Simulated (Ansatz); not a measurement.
Mulliken charges of C2H3FN2 (`N=CN=CF`) from PBE/def2-TZVPP in Ansatz (PBE0-D4/def2-TZVP geometry).

```json
{"atom": "N1", "x (Å)": "0.229", "y (Å)": "2.040", "z (Å)": "0.119", "charge (e)": "-0.198"}
{"atom": "C2", "x (Å)": "0.349", "y (Å)": "0.794", "z (Å)": "0.269", "charge (e)": "0.000"}
{"atom": "N3", "x (Å)": "-0.485", "y (Å)": "-0.133", "z (Å)": "-0.380", "charge (e)": "-0.165"}
{"atom": "C4", "x (Å)": "-0.309", "y (Å)": "-1.361", "z (Å)": "-0.243", "charge (e)": "0.132"}
{"atom": "F5", "x (Å)": "0.650", "y (Å)": "-1.926", "z (Å)": "0.497", "charge (e)": "-0.134"}
{"atom": "H6", "x (Å)": "-0.542", "y (Å)": "2.232", "z (Å)": "-0.525", "charge (e)": "0.155"}
{"atom": "H7", "x (Å)": "1.128", "y (Å)": "0.411", "z (Å)": "0.930", "charge (e)": "0.092"}
{"atom": "H8", "x (Å)": "-0.928", "y (Å)": "-2.114", "z (Å)": "-0.723", "charge (e)": "0.117"}
```

Problem. By hand: the dipole of these point charges (1 e Å = 4.8032 D).

Solution. Σ q r = (-0.182, -0.167, -0.140) e Å, of length 0.284 e Å = 1.36 D.

Problem. How does the dipole of the full density compare? (Estimate.)

Solution. Computed: (-0.167, -0.499, -0.124) e Å, 2.60 D; the point charges give 0.52 times that, at 31° from its direction.

Point charges leave out the atoms' own dipoles, such as those of lone pairs, and Mulliken's split depends on the basis, so the two needn't agree.
